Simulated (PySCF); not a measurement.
The numbers are results of PBE-D3(BJ)/def2-TZVP // B3LYP-D3(BJ)/def2-TZVP in PySCF, not measurements. Isolated molecules, 0 K electronic values unless said otherwise. One relaxed conformer stands for a flexible species; it need not be the lowest. Excitations are Tamm–Dancoff values on a coarser integration grid. The basis has no diffuse functions, so Rydberg states are missing or too high.

Reference species (SMILES): `[OH][Al]([OH])[Cl]` (H–O–Al–Cl torsion 0°, Cl–Al–O–H torsion 180°) (neutral, multiplicity 1).

| Property | Value |
|---|---|
| T1 excitation (TDA) | 5.87 eV |
| LUMO | -1.58 eV |

Changed species: `[Cl][Al]([Cl])[Cl]` (0 of 3 Cl replaced by OH; the reference has 2 of 3 Cl replaced by OH).

**Question.** What does the change do to the T1 excitation (TDA) and LUMO?

**Answer.** the T1 excitation (TDA) falls by 0.21 eV, to 5.66 eV; the LUMO drops by 0.59 eV, to -2.17 eV.
